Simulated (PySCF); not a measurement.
**Accurate constants of SiP−, step by step**

Aim: bond length, wavenumber and bond energy of SiP− near the limit of CCSD(T), built from two basis sets and any small corrections listed.

Method: CCSD(T) on RHF, no relativity in the base curves; scalar relativity is added as a correction; program: PySCF 2.14.0.

### 1 Set-up

```yaml
molecule: SiP−
state: singlet, unpaired electrons none
smaller_basis: Si aug-cc-pV(D+d)Z, P aug-cc-pV(D+d)Z
larger_basis: Si aug-cc-pV(T+d)Z, P aug-cc-pV(T+d)Z
frozen_core_orbitals: 10
extrapolation: correlation as n⁻³ (n = 2, 3), Hartree–Fock as (n+1)·exp(−9√n)
corrections: core–valence correlation, scalar relativity
distances_Å: 1.7788, 1.8596, 1.9405, 2.0214, 2.1022, 2.2033, 2.3043
masses_u: 27.9769, 30.9738
dissociation_limit: Si− + P
```

Launch:

```bash
$ OMP_NUM_THREADS=4 python comp.py task.json out
```

### 2 Coupled cluster at each distance

What does the calculation give? Wanted: for each run, Re; ωe; ωexe; αe; De.

The runs gave:

```
                   level  Re (Å)  ωe (cm⁻¹)  ωexe (cm⁻¹)  αe (cm⁻¹)  De (eV)
CCSD(T)/aug-cc-pVDZ(-PP)  2.0491      648.2         2.51    0.00142    4.567
CCSD(T)/aug-cc-pVTZ(-PP)  2.0308      661.5         2.41    0.00139    5.034
                  HF/CBS  1.9803      757.5         1.91    0.00114    2.385
                 MP2/CBS  2.0305      650.4         2.71    0.00151    5.342
                CCSD/CBS  2.0089      698.6         2.15    0.00128    4.830
             CCSD(T)/CBS  2.0259      665.9         2.39    0.00139    5.209
          CCSD(T)/CBS+CV  2.0199      669.1         2.39    0.00140    5.238
       CCSD(T)/CBS+CV+SR  2.0194      667.9         2.39    0.00140    5.226
```

**Reading.** The last step gives Re = 2.0194 Å, ωe = 667.9 cm⁻¹ and De = 5.226 eV; the smaller basis alone is off from it by +29.7 mÅ and -0.66 eV. Near the minimum the mean field binds by 2.36 eV and correlation adds 2.85 eV of binding. T1 is 0.022, large enough to doubt a single reference. Spin–orbit coupling and excitations beyond (T) are left out.
